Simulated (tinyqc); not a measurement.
CIS and TDHF on RHF in the sto-6g basis, for BH2+, spin multiplicity 1, step by step (part 2 of 2). Computed by tinyqc, a small Python program that keeps every step (integrals from PySCF). Command: `OMP_NUM_THREADS=1 python tinyqc.py 25241 25242 out.jsonl` (the two numbers bound the seeds that draw the settings). One thread of a shared host (Intel(R) Xeon(R) Processor @ 2.60GHz), about 0.1 s of CPU time with the checks.

Geometry (angstrom):
```
atom         x          y         z
B     0.000000   0.000000  0.000000
H     0.000000   1.139000  0.590000
H     0.000000  -1.139000  0.590000
```

## TDHF (RPA) singlet states

CIS matrix A, singlet (hartree), lower triangle:
```
           1>4       1>5        1>6        1>7        2>4       2>5       2>6        2>7
1>4   7.149480
1>5   0.000000  7.173055
1>6  -0.093690  0.000000   7.711922
1>7   0.000000  0.000000   0.000000   7.728884
2>4   0.037925  0.000000   0.027597   0.000000   0.428811
2>5   0.000000  0.052570   0.000000   0.000000   0.000000  0.477662
2>6   0.026750  0.000000   0.008207   0.000000  -0.031711  0.000000  0.887080
2>7   0.000000  0.000000   0.000000   0.030657   0.000000  0.000000  0.000000   0.903492
3>4   0.000000  0.000000   0.000000   0.000482   0.000000  0.000000  0.000000   0.005653
3>5   0.000000  0.000000   0.000000   0.000000   0.000000  0.000000  0.000000   0.000000
3>6   0.000000  0.000000   0.000000  -0.006119   0.000000  0.000000  0.000000  -0.013885
3>7   0.006942  0.000000  -0.022804   0.000000  -0.037635  0.000000  0.025247   0.000000

           3>4       3>5       3>6       3>7
3>4   0.221239
3>5   0.000000  0.254942
3>6  -0.054351  0.000000  0.724340
3>7   0.000000  0.000000  0.000000  0.851280
```

Two-electron integrals over orbitals (pq|rs), unique and non-zero (hartree):
```
(11|11) 2.903534    (21|11) -0.259815   (21|21) 0.037756    (22|11) 0.622164
(22|21) -0.008341   (22|22) 0.472829    (31|31) 0.009068    (32|31) 0.014721
(32|32) 0.141517    (33|11) 0.558049    (33|21) -0.003189   (33|22) 0.464111
(33|33) 0.481889    (41|11) 0.146958    (41|21) -0.018924   (41|22) 0.013369
(41|33) 0.006162    (41|41) 0.027370    (42|11) -0.077666   (42|21) 0.006894
(42|22) 0.021571    (42|33) 0.017239    (42|41) 0.012931    (42|42) 0.069279
(43|31) -0.002450   (43|32) 0.022782    (43|43) 0.030933    (44|11) 0.708358
(44|21) -0.012063   (44|22) 0.440398    (44|33) 0.426595    (44|41) -0.010820
(44|42) -0.072830   (44|44) 0.579897    (51|51) 0.021993    (52|51) 0.021712
(52|52) 0.074326    (53|53) 0.019085    (54|51) -0.011809   (54|52) -0.031912
(54|54) 0.042982    (55|11) 0.743132    (55|21) -0.009147   (55|22) 0.470744
(55|33) 0.438298    (55|41) 0.004765    (55|42) -0.037952   (55|44) 0.508219
(55|55) 0.587109    (61|11) -0.205683   (61|21) 0.032146    (61|22) -0.001695
(61|33) -0.000286   (61|41) -0.005963   (61|42) 0.014119    (61|44) -0.017546
(61|55) -0.005367   (61|61) 0.033251    (62|11) 0.204342    (62|21) -0.006980
(62|22) 0.050824    (62|33) 0.013169    (62|41) 0.013696    (62|42) -0.004265
(62|44) 0.059519    (62|55) 0.100803    (62|61) 0.000471    (62|62) 0.088772
(63|31) 0.001109    (63|32) -0.066291   (63|43) -0.025892   (63|63) 0.075449
(64|11) 0.081764    (64|21) 0.000642    (64|22) 0.023180    (64|33) 0.002567
(64|41) 0.004462    (64|42) -0.002415   (64|44) 0.041833    (64|55) 0.039682
(64|61) 0.003719    (64|62) 0.047086    (64|64) 0.032342    (65|51) 0.016560
(65|52) 0.050775    (65|54) -0.012082   (65|65) 0.042511    (66|11) 0.616410
(66|21) -0.007264   (66|22) 0.479845    (66|33) 0.471258    (66|41) 0.022113
(66|42) 0.055093    (66|44) 0.410803    (66|55) 0.449296    (66|61) 0.004728
(66|62) 0.035872    (66|64) 0.016847    (66|66) 0.530535    (71|31) 0.013764
(71|32) 0.019808    (71|43) -0.004165   (71|63) 0.001852    (71|71) 0.021017
(72|31) 0.007659    (72|32) -0.017247   (72|43) -0.031993   (72|63) 0.051332
(72|71) 0.011130    (72|72) 0.054416    (73|11) 0.218632    (73|21) -0.006075
(73|22) 0.036771    (73|33) 0.023225    (73|41) -0.000934   (73|42) -0.053637
(73|44) 0.102044    (73|55) 0.106008    (73|61) -0.006491   (73|62) 0.070898
(73|64) 0.037479    (73|66) -0.007330   (73|73) 0.109516    (74|31) -0.008811
(74|32) -0.069639   (74|43) 0.004943    (74|63) 0.038864    (74|71) -0.012713
(74|72) 0.003999    (74|74) 0.055207    (75|53) 0.016447    (75|75) 0.018085
(76|31) 0.009822    (76|32) 0.116550    (76|43) 0.035682    (76|63) -0.079326
(76|71) 0.013215    (76|72) -0.043200   (76|74) -0.056354   (76|76) 0.124059
(77|11) 0.643559    (77|21) -0.008398   (77|22) 0.463303    (77|33) 0.481034
(77|41) 0.004064    (77|42) -0.000332   (77|44) 0.458593    (77|55) 0.456868
(77|61) -0.006439   (77|62) 0.012946    (77|64) 0.000904    (77|66) 0.479107
(77|73) 0.033460    (77|77) 0.507525
```

B(ia,jb) = 2 (ia|jb) - (ib|ja); the squared energies are the eigenvalues of (A - B)(A + B); 1 hartree = 27.211386 eV.

TDHF matrix B, singlet (hartree), lower triangle:
```
           1>4       1>5        1>6        1>7        2>4       2>5       2>6        2>7
1>4   0.027370
1>5   0.000000  0.021993
1>6  -0.005963  0.000000   0.033251
1>7   0.000000  0.000000   0.000000   0.021017
2>4   0.012931  0.000000   0.014543   0.000000   0.069279
2>5   0.000000  0.021712   0.000000   0.000000   0.000000  0.074326
2>6   0.013273  0.000000   0.000471   0.000000  -0.004265  0.000000  0.088772
2>7   0.000000  0.000000   0.000000   0.011130   0.000000  0.000000  0.000000   0.054416
3>4   0.000000  0.000000   0.000000  -0.007395   0.000000  0.000000  0.000000  -0.010349
3>5   0.000000  0.000000   0.000000   0.000000   0.000000  0.000000  0.000000   0.000000
3>6   0.000000  0.000000   0.000000   0.010194   0.000000  0.000000  0.000000   0.031766
3>7   0.002296  0.000000  -0.014834   0.000000  -0.075281  0.000000  0.090464   0.000000

           3>4       3>5       3>6       3>7
3>4   0.030933
3>5   0.000000  0.019085
3>6  -0.025892  0.000000  0.075449
3>7   0.000000  0.000000  0.000000  0.109516
```

squared energies w^2 (hartree^2): 0.045491  0.064631  0.172803  0.222232  0.522470  0.691561  0.784158  0.814831  50.902028  51.457219  59.708598  59.736889

TDHF energies from the positive w^2 (eV): 5.803833  6.917858  11.311660  12.827856  19.668953  22.629030  24.096420  24.563167  194.141424  195.197307  210.266025  210.315832

## CIS matrix, triplets

orbital energies (hartree): MO1 -8.042396, MO2 -0.969949, MO3 -0.825267, MO4 -0.239299, MO5 -0.170196, MO6 0.219433, MO7 0.288014

A(ia,jb) = (e_a - e_i) d_ij d_ab - (ij|ab).

CIS matrix A, triplet (hartree), lower triangle:
```
           1>4       1>5        1>6        1>7        2>4       2>5        2>6        2>7
1>4   7.094740
1>5   0.000000  7.129068
1>6  -0.081764  0.000000   7.645419
1>7   0.000000  0.000000   0.000000   7.686851
2>4   0.012063  0.000000  -0.000642   0.000000   0.290253
2>5   0.000000  0.009147   0.000000   0.000000   0.000000  0.329009
2>6  -0.000642  0.000000   0.007264   0.000000  -0.023180  0.000000   0.709537
2>7   0.000000  0.000000   0.000000   0.008398   0.000000  0.000000   0.000000   0.794660
3>4   0.000000  0.000000   0.000000   0.008811   0.000000  0.000000   0.000000   0.069639
3>5   0.000000  0.000000   0.000000   0.000000   0.000000  0.000000   0.000000   0.000000
3>6   0.000000  0.000000   0.000000  -0.009822   0.000000  0.000000   0.000000  -0.116550
3>7   0.008811  0.000000  -0.009822   0.000000   0.069639  0.000000  -0.116550   0.000000

           3>4       3>5       3>6       3>7
3>4   0.159374
3>5   0.000000  0.216773
3>6  -0.002567  0.000000  0.573442
3>7   0.000000  0.000000  0.000000  0.632247
```

## CIS triplet states

Diagonalise A (1 hartree = 27.211386 eV); each vector has its largest component positive (the first on a tie).

triplet excitation energies (eV): 4.124472  5.898690  7.526676  8.952457  14.286899  15.093567  21.788225  23.152421  192.735133  193.992151  208.366528  209.170806

lowest vectors:
```
       state 1   state 2    state 3    state 4   state 5    state 6
1>4   0.000000  0.000000  -0.001491   0.000000  0.000000  -0.001263
1>5   0.000000  0.000000   0.000000  -0.001345  0.000000   0.000000
1>6   0.000000  0.000000  -0.000188   0.000000  0.000000   0.000454
1>7  -0.001069  0.000000   0.000000   0.000000  0.000736   0.000000
2>4   0.000000  0.000000   0.981424   0.000000  0.000000   0.151660
2>5   0.000000  0.000000   0.000000   0.999999  0.000000   0.000000
2>6   0.000000  0.000000   0.000902   0.000000  0.000000   0.608758
2>7  -0.112079  0.000000   0.000000   0.000000  0.381438   0.000000
3>4   0.993386  0.000000   0.000000   0.000000  0.066190   0.000000
3>5   0.000000  1.000000   0.000000   0.000000  0.000000   0.000000
3>6  -0.024945  0.000000   0.000000   0.000000  0.922021   0.000000
3>7   0.000000  0.000000  -0.191845   0.000000  0.000000   0.778724
```

## TDHF (RPA) triplet states

B(ia,jb) = - (ib|ja); the squared energies are the eigenvalues of (A - B)(A + B); 1 hartree = 27.211386 eV.

TDHF matrix B, triplet (hartree), lower triangle:
```
           1>4        1>5        1>6        1>7        2>4        2>5        2>6        2>7
1>4  -0.027370
1>5   0.000000  -0.021993
1>6   0.005963   0.000000  -0.033251
1>7   0.000000   0.000000   0.000000  -0.021017
2>4  -0.012931   0.000000  -0.013696   0.000000  -0.069279
2>5   0.000000  -0.021712   0.000000   0.000000   0.000000  -0.074326
2>6  -0.014119   0.000000  -0.000471   0.000000   0.004265   0.000000  -0.088772
2>7   0.000000   0.000000   0.000000  -0.011130   0.000000   0.000000   0.000000  -0.054416
3>4   0.000000   0.000000   0.000000   0.000934   0.000000   0.000000   0.000000   0.053637
3>5   0.000000   0.000000   0.000000   0.000000   0.000000   0.000000   0.000000   0.000000
3>6   0.000000   0.000000   0.000000   0.006491   0.000000   0.000000   0.000000  -0.070898
3>7   0.004165   0.000000  -0.001852   0.000000   0.031993   0.000000  -0.051332   0.000000

           3>4        3>5        3>6        3>7
3>4  -0.030933
3>5   0.000000  -0.019085
3>6   0.025892   0.000000  -0.075449
3>7   0.000000   0.000000   0.000000  -0.109516
```

squared energies w^2 (hartree^2): 0.018928  0.046626  0.068305  0.102681  0.256892  0.286006  0.638901  0.719943  50.165766  50.822389  58.633167  59.087466

TDHF energies from the positive w^2 (eV): 3.743698  5.875786  7.111779  8.719589  13.791956  14.552523  21.750413  23.088717  192.732250  193.989492  208.363836  209.169496
